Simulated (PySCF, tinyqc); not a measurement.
Inside a calculation. Method: FCI on RHF in the sto-3g basis, frozen core, for LiH, spin multiplicity 1. The lowest restricted solution is unstable here: a spin-polarised one lies 0.0072 hartree lower (PySCF). One step of it, computed by the program tinyqc.

Problem. FCI: determinants and Hamiltonian. Slater-Condon rules over spin orbitals, with the nuclear repulsion and the energy of the frozen orbital added and E(HF) subtracted on the diagonal. Only determinants linked to the reference directly or through others are kept (one block of an abelian symmetry group), so some states are absent.

one-electron integrals dressed by the frozen orbital, h + 2 (pq|11) - (p1|1q) (hartree):
```
           2          3          4          5          6
2  -0.674698   0.062069   0.000000   0.000000  -0.106096
3   0.062069  -0.331391   0.000000   0.000000   0.072903
4   0.000000   0.000000  -0.301352   0.000000   0.000000
5   0.000000   0.000000   0.000000  -0.301352   0.000000
6  -0.106096   0.072903   0.000000   0.000000  -0.328721
```

energy of the frozen orbital, 2 h_11 + (11|11) = -7.60780459 hartree

Two-electron integrals over orbitals (pq|rs), unique and non-zero (hartree); the lowest 1 orbital is frozen and left out:
```
(22|22) 0.444886    (32|22) -0.062069   (32|32) 0.023900    (33|22) 0.212423
(33|32) 0.015672    (33|33) 0.325972    (42|42) 0.021018    (43|42) 0.020631
(43|43) 0.041391    (44|22) 0.240984    (44|32) 0.015525    (44|33) 0.278875
(44|44) 0.312946    (52|52) 0.021018    (53|52) 0.020631    (53|53) 0.041391
(54|54) 0.016869    (55|22) 0.240984    (55|32) 0.015525    (55|33) 0.278875
(55|44) 0.279207    (55|55) 0.312946    (62|22) 0.106096    (62|32) -0.047099
(62|33) -0.018116   (62|44) -0.039442   (62|55) -0.039442   (62|62) 0.131504
(63|22) -0.060001   (63|32) 0.019757    (63|33) 0.036939    (63|44) 0.009352
(63|55) 0.009352    (63|62) -0.041143   (63|63) 0.033064    (64|42) -0.018103
(64|43) -0.011501   (64|64) 0.018952    (65|52) -0.018103   (65|53) -0.011501
(65|65) 0.018952    (66|22) 0.415809    (66|32) -0.050083   (66|33) 0.238851
(66|44) 0.256614    (66|55) 0.256614    (66|62) 0.091882    (66|63) -0.046943
(66|66) 0.410212
```

nuclear repulsion = 0.70903601 hartree

Hartree-Fock energy = -7.80327872 hartree

Give: determinants; H - E(HF) between determinants.

Solution.

Occupation strings over the orbitals (2 doubly, a alpha, b beta, 0 empty; spin orbitals ordered 1a 1b 2a 2b ...): 220000 2ab000 2a000b 2ba000 2b000a 202000 20a00b 200200 200020 20b00a 200002

H - E(HF) between determinants (hartree):
```
         220000   2ab000   2a000b   2ba000   2b000a   202000   20a00b   200200
220000   0.0000   0.0000   0.0000   0.0000   0.0000   0.0239  -0.0471   0.0210
2ab000   0.0000   0.1108   0.0129  -0.0239   0.0471   0.0777   0.0198   0.0206
2a000b   0.0000   0.0129   0.3169   0.0471  -0.1315   0.0198   0.0120  -0.0181
2ba000   0.0000  -0.0239   0.0471   0.1108   0.0129  -0.0777   0.1242  -0.0206
2b000a   0.0000   0.0471  -0.1315   0.0129   0.3169  -0.0198   0.0411   0.0181
202000   0.0239   0.0777   0.0198  -0.0777  -0.0198   0.5677   0.1098   0.0414
20a00b  -0.0471   0.0198   0.0120   0.1242   0.0411   0.1098   0.4832  -0.0115
200200   0.0210   0.0206  -0.0181  -0.0206   0.0181   0.0414  -0.0115   0.6148
200020   0.0210   0.0206  -0.0181  -0.0206   0.0181   0.0414  -0.0115   0.0169
20b00a   0.0471   0.1242   0.0411   0.0198   0.0120  -0.1098  -0.0331   0.0115
200002   0.1315  -0.0411  -0.0142   0.0411   0.0142   0.0331   0.0260   0.0190

         200020   20b00a   200002
220000   0.0210   0.0471   0.1315
2ab000   0.0206   0.1242  -0.0411
2a000b  -0.0181   0.0411  -0.0142
2ba000  -0.0206   0.0198   0.0411
2b000a   0.0181   0.0120   0.0142
202000   0.0414  -0.1098   0.0331
20a00b  -0.0115  -0.0331   0.0260
200200   0.0169   0.0115   0.0190
200020   0.6148   0.0115   0.0190
20b00a   0.0115   0.4832  -0.0260
200002   0.0190  -0.0260   0.6573
```
